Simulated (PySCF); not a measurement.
## Choosing a basis for TDDFT

Compound: C2ClF3.
InChI=1S/C2ClF3/c3-1(4)2(5)6

TDDFT with PBE0 (PySCF), vertical singlets, core orbitals frozen in the response, spherical d and f functions. Isolated species at its PBE0-D3(BJ)/def2-SVP geometry, gas phase.

Question: How do the low singlets change with the basis? Take 6-31G*, def2-SVP, 6-31+G*, def2-SVPD, aug-cc-pVDZ, def2-TZVP, def2-TZVPD and aug-cc-pVTZ.

Answer: 

```
      basis  functions  diffuse  S1 (eV)  S2 (eV)  S3 (eV)  S4 (eV)  S5 (eV)  LUMO (eV)  α (au)
     6-31G*         88       no     6.04     7.73     7.77     8.82     8.94       0.64    30.8
   def2-SVP         88       no     6.44     7.73     7.93     8.74     9.19       0.42    29.9
    6-31+G*        112      yes     5.93     6.37     7.15     7.55     7.73       0.09    36.7
  def2-SVPD        136      yes     6.02     6.66     7.40     7.46     8.20       0.02    41.6
aug-cc-pVDZ        142      yes     5.93     6.32     7.06     7.41     7.55       0.11    41.2
  def2-TZVP        192       no     6.03     7.22     7.51     7.87     8.65       0.26    37.2
 def2-TZVPD        240      yes     5.84     6.29     7.07     7.33     7.55       0.03    42.4
aug-cc-pVTZ        280      yes     5.89     6.26     7.01     7.34     7.40       0.05    42.2
```

States are compared by their number. Against the largest diffuse basis here (aug-cc-pVTZ, itself not a converged limit), sets without diffuse functions differ by up to 0.55 eV in S1 and 1.79 eV in S5; the smaller diffuse sets differ by up to 0.13 and 0.80 eV. State by state, the largest deviation of a set without diffuse functions is S1 0.55, S2 1.47, S3 0.92, S4 1.48, S5 1.79 eV. The same number needn't mean the same state in each row. Against aug-cc-pVTZ the polarisability deviates by -27% in 6-31G*, -29% in def2-SVP, -13% in 6-31+G*, -1% in def2-SVPD, -2% in aug-cc-pVDZ, -12% in def2-TZVP, +1% in def2-TZVPD.
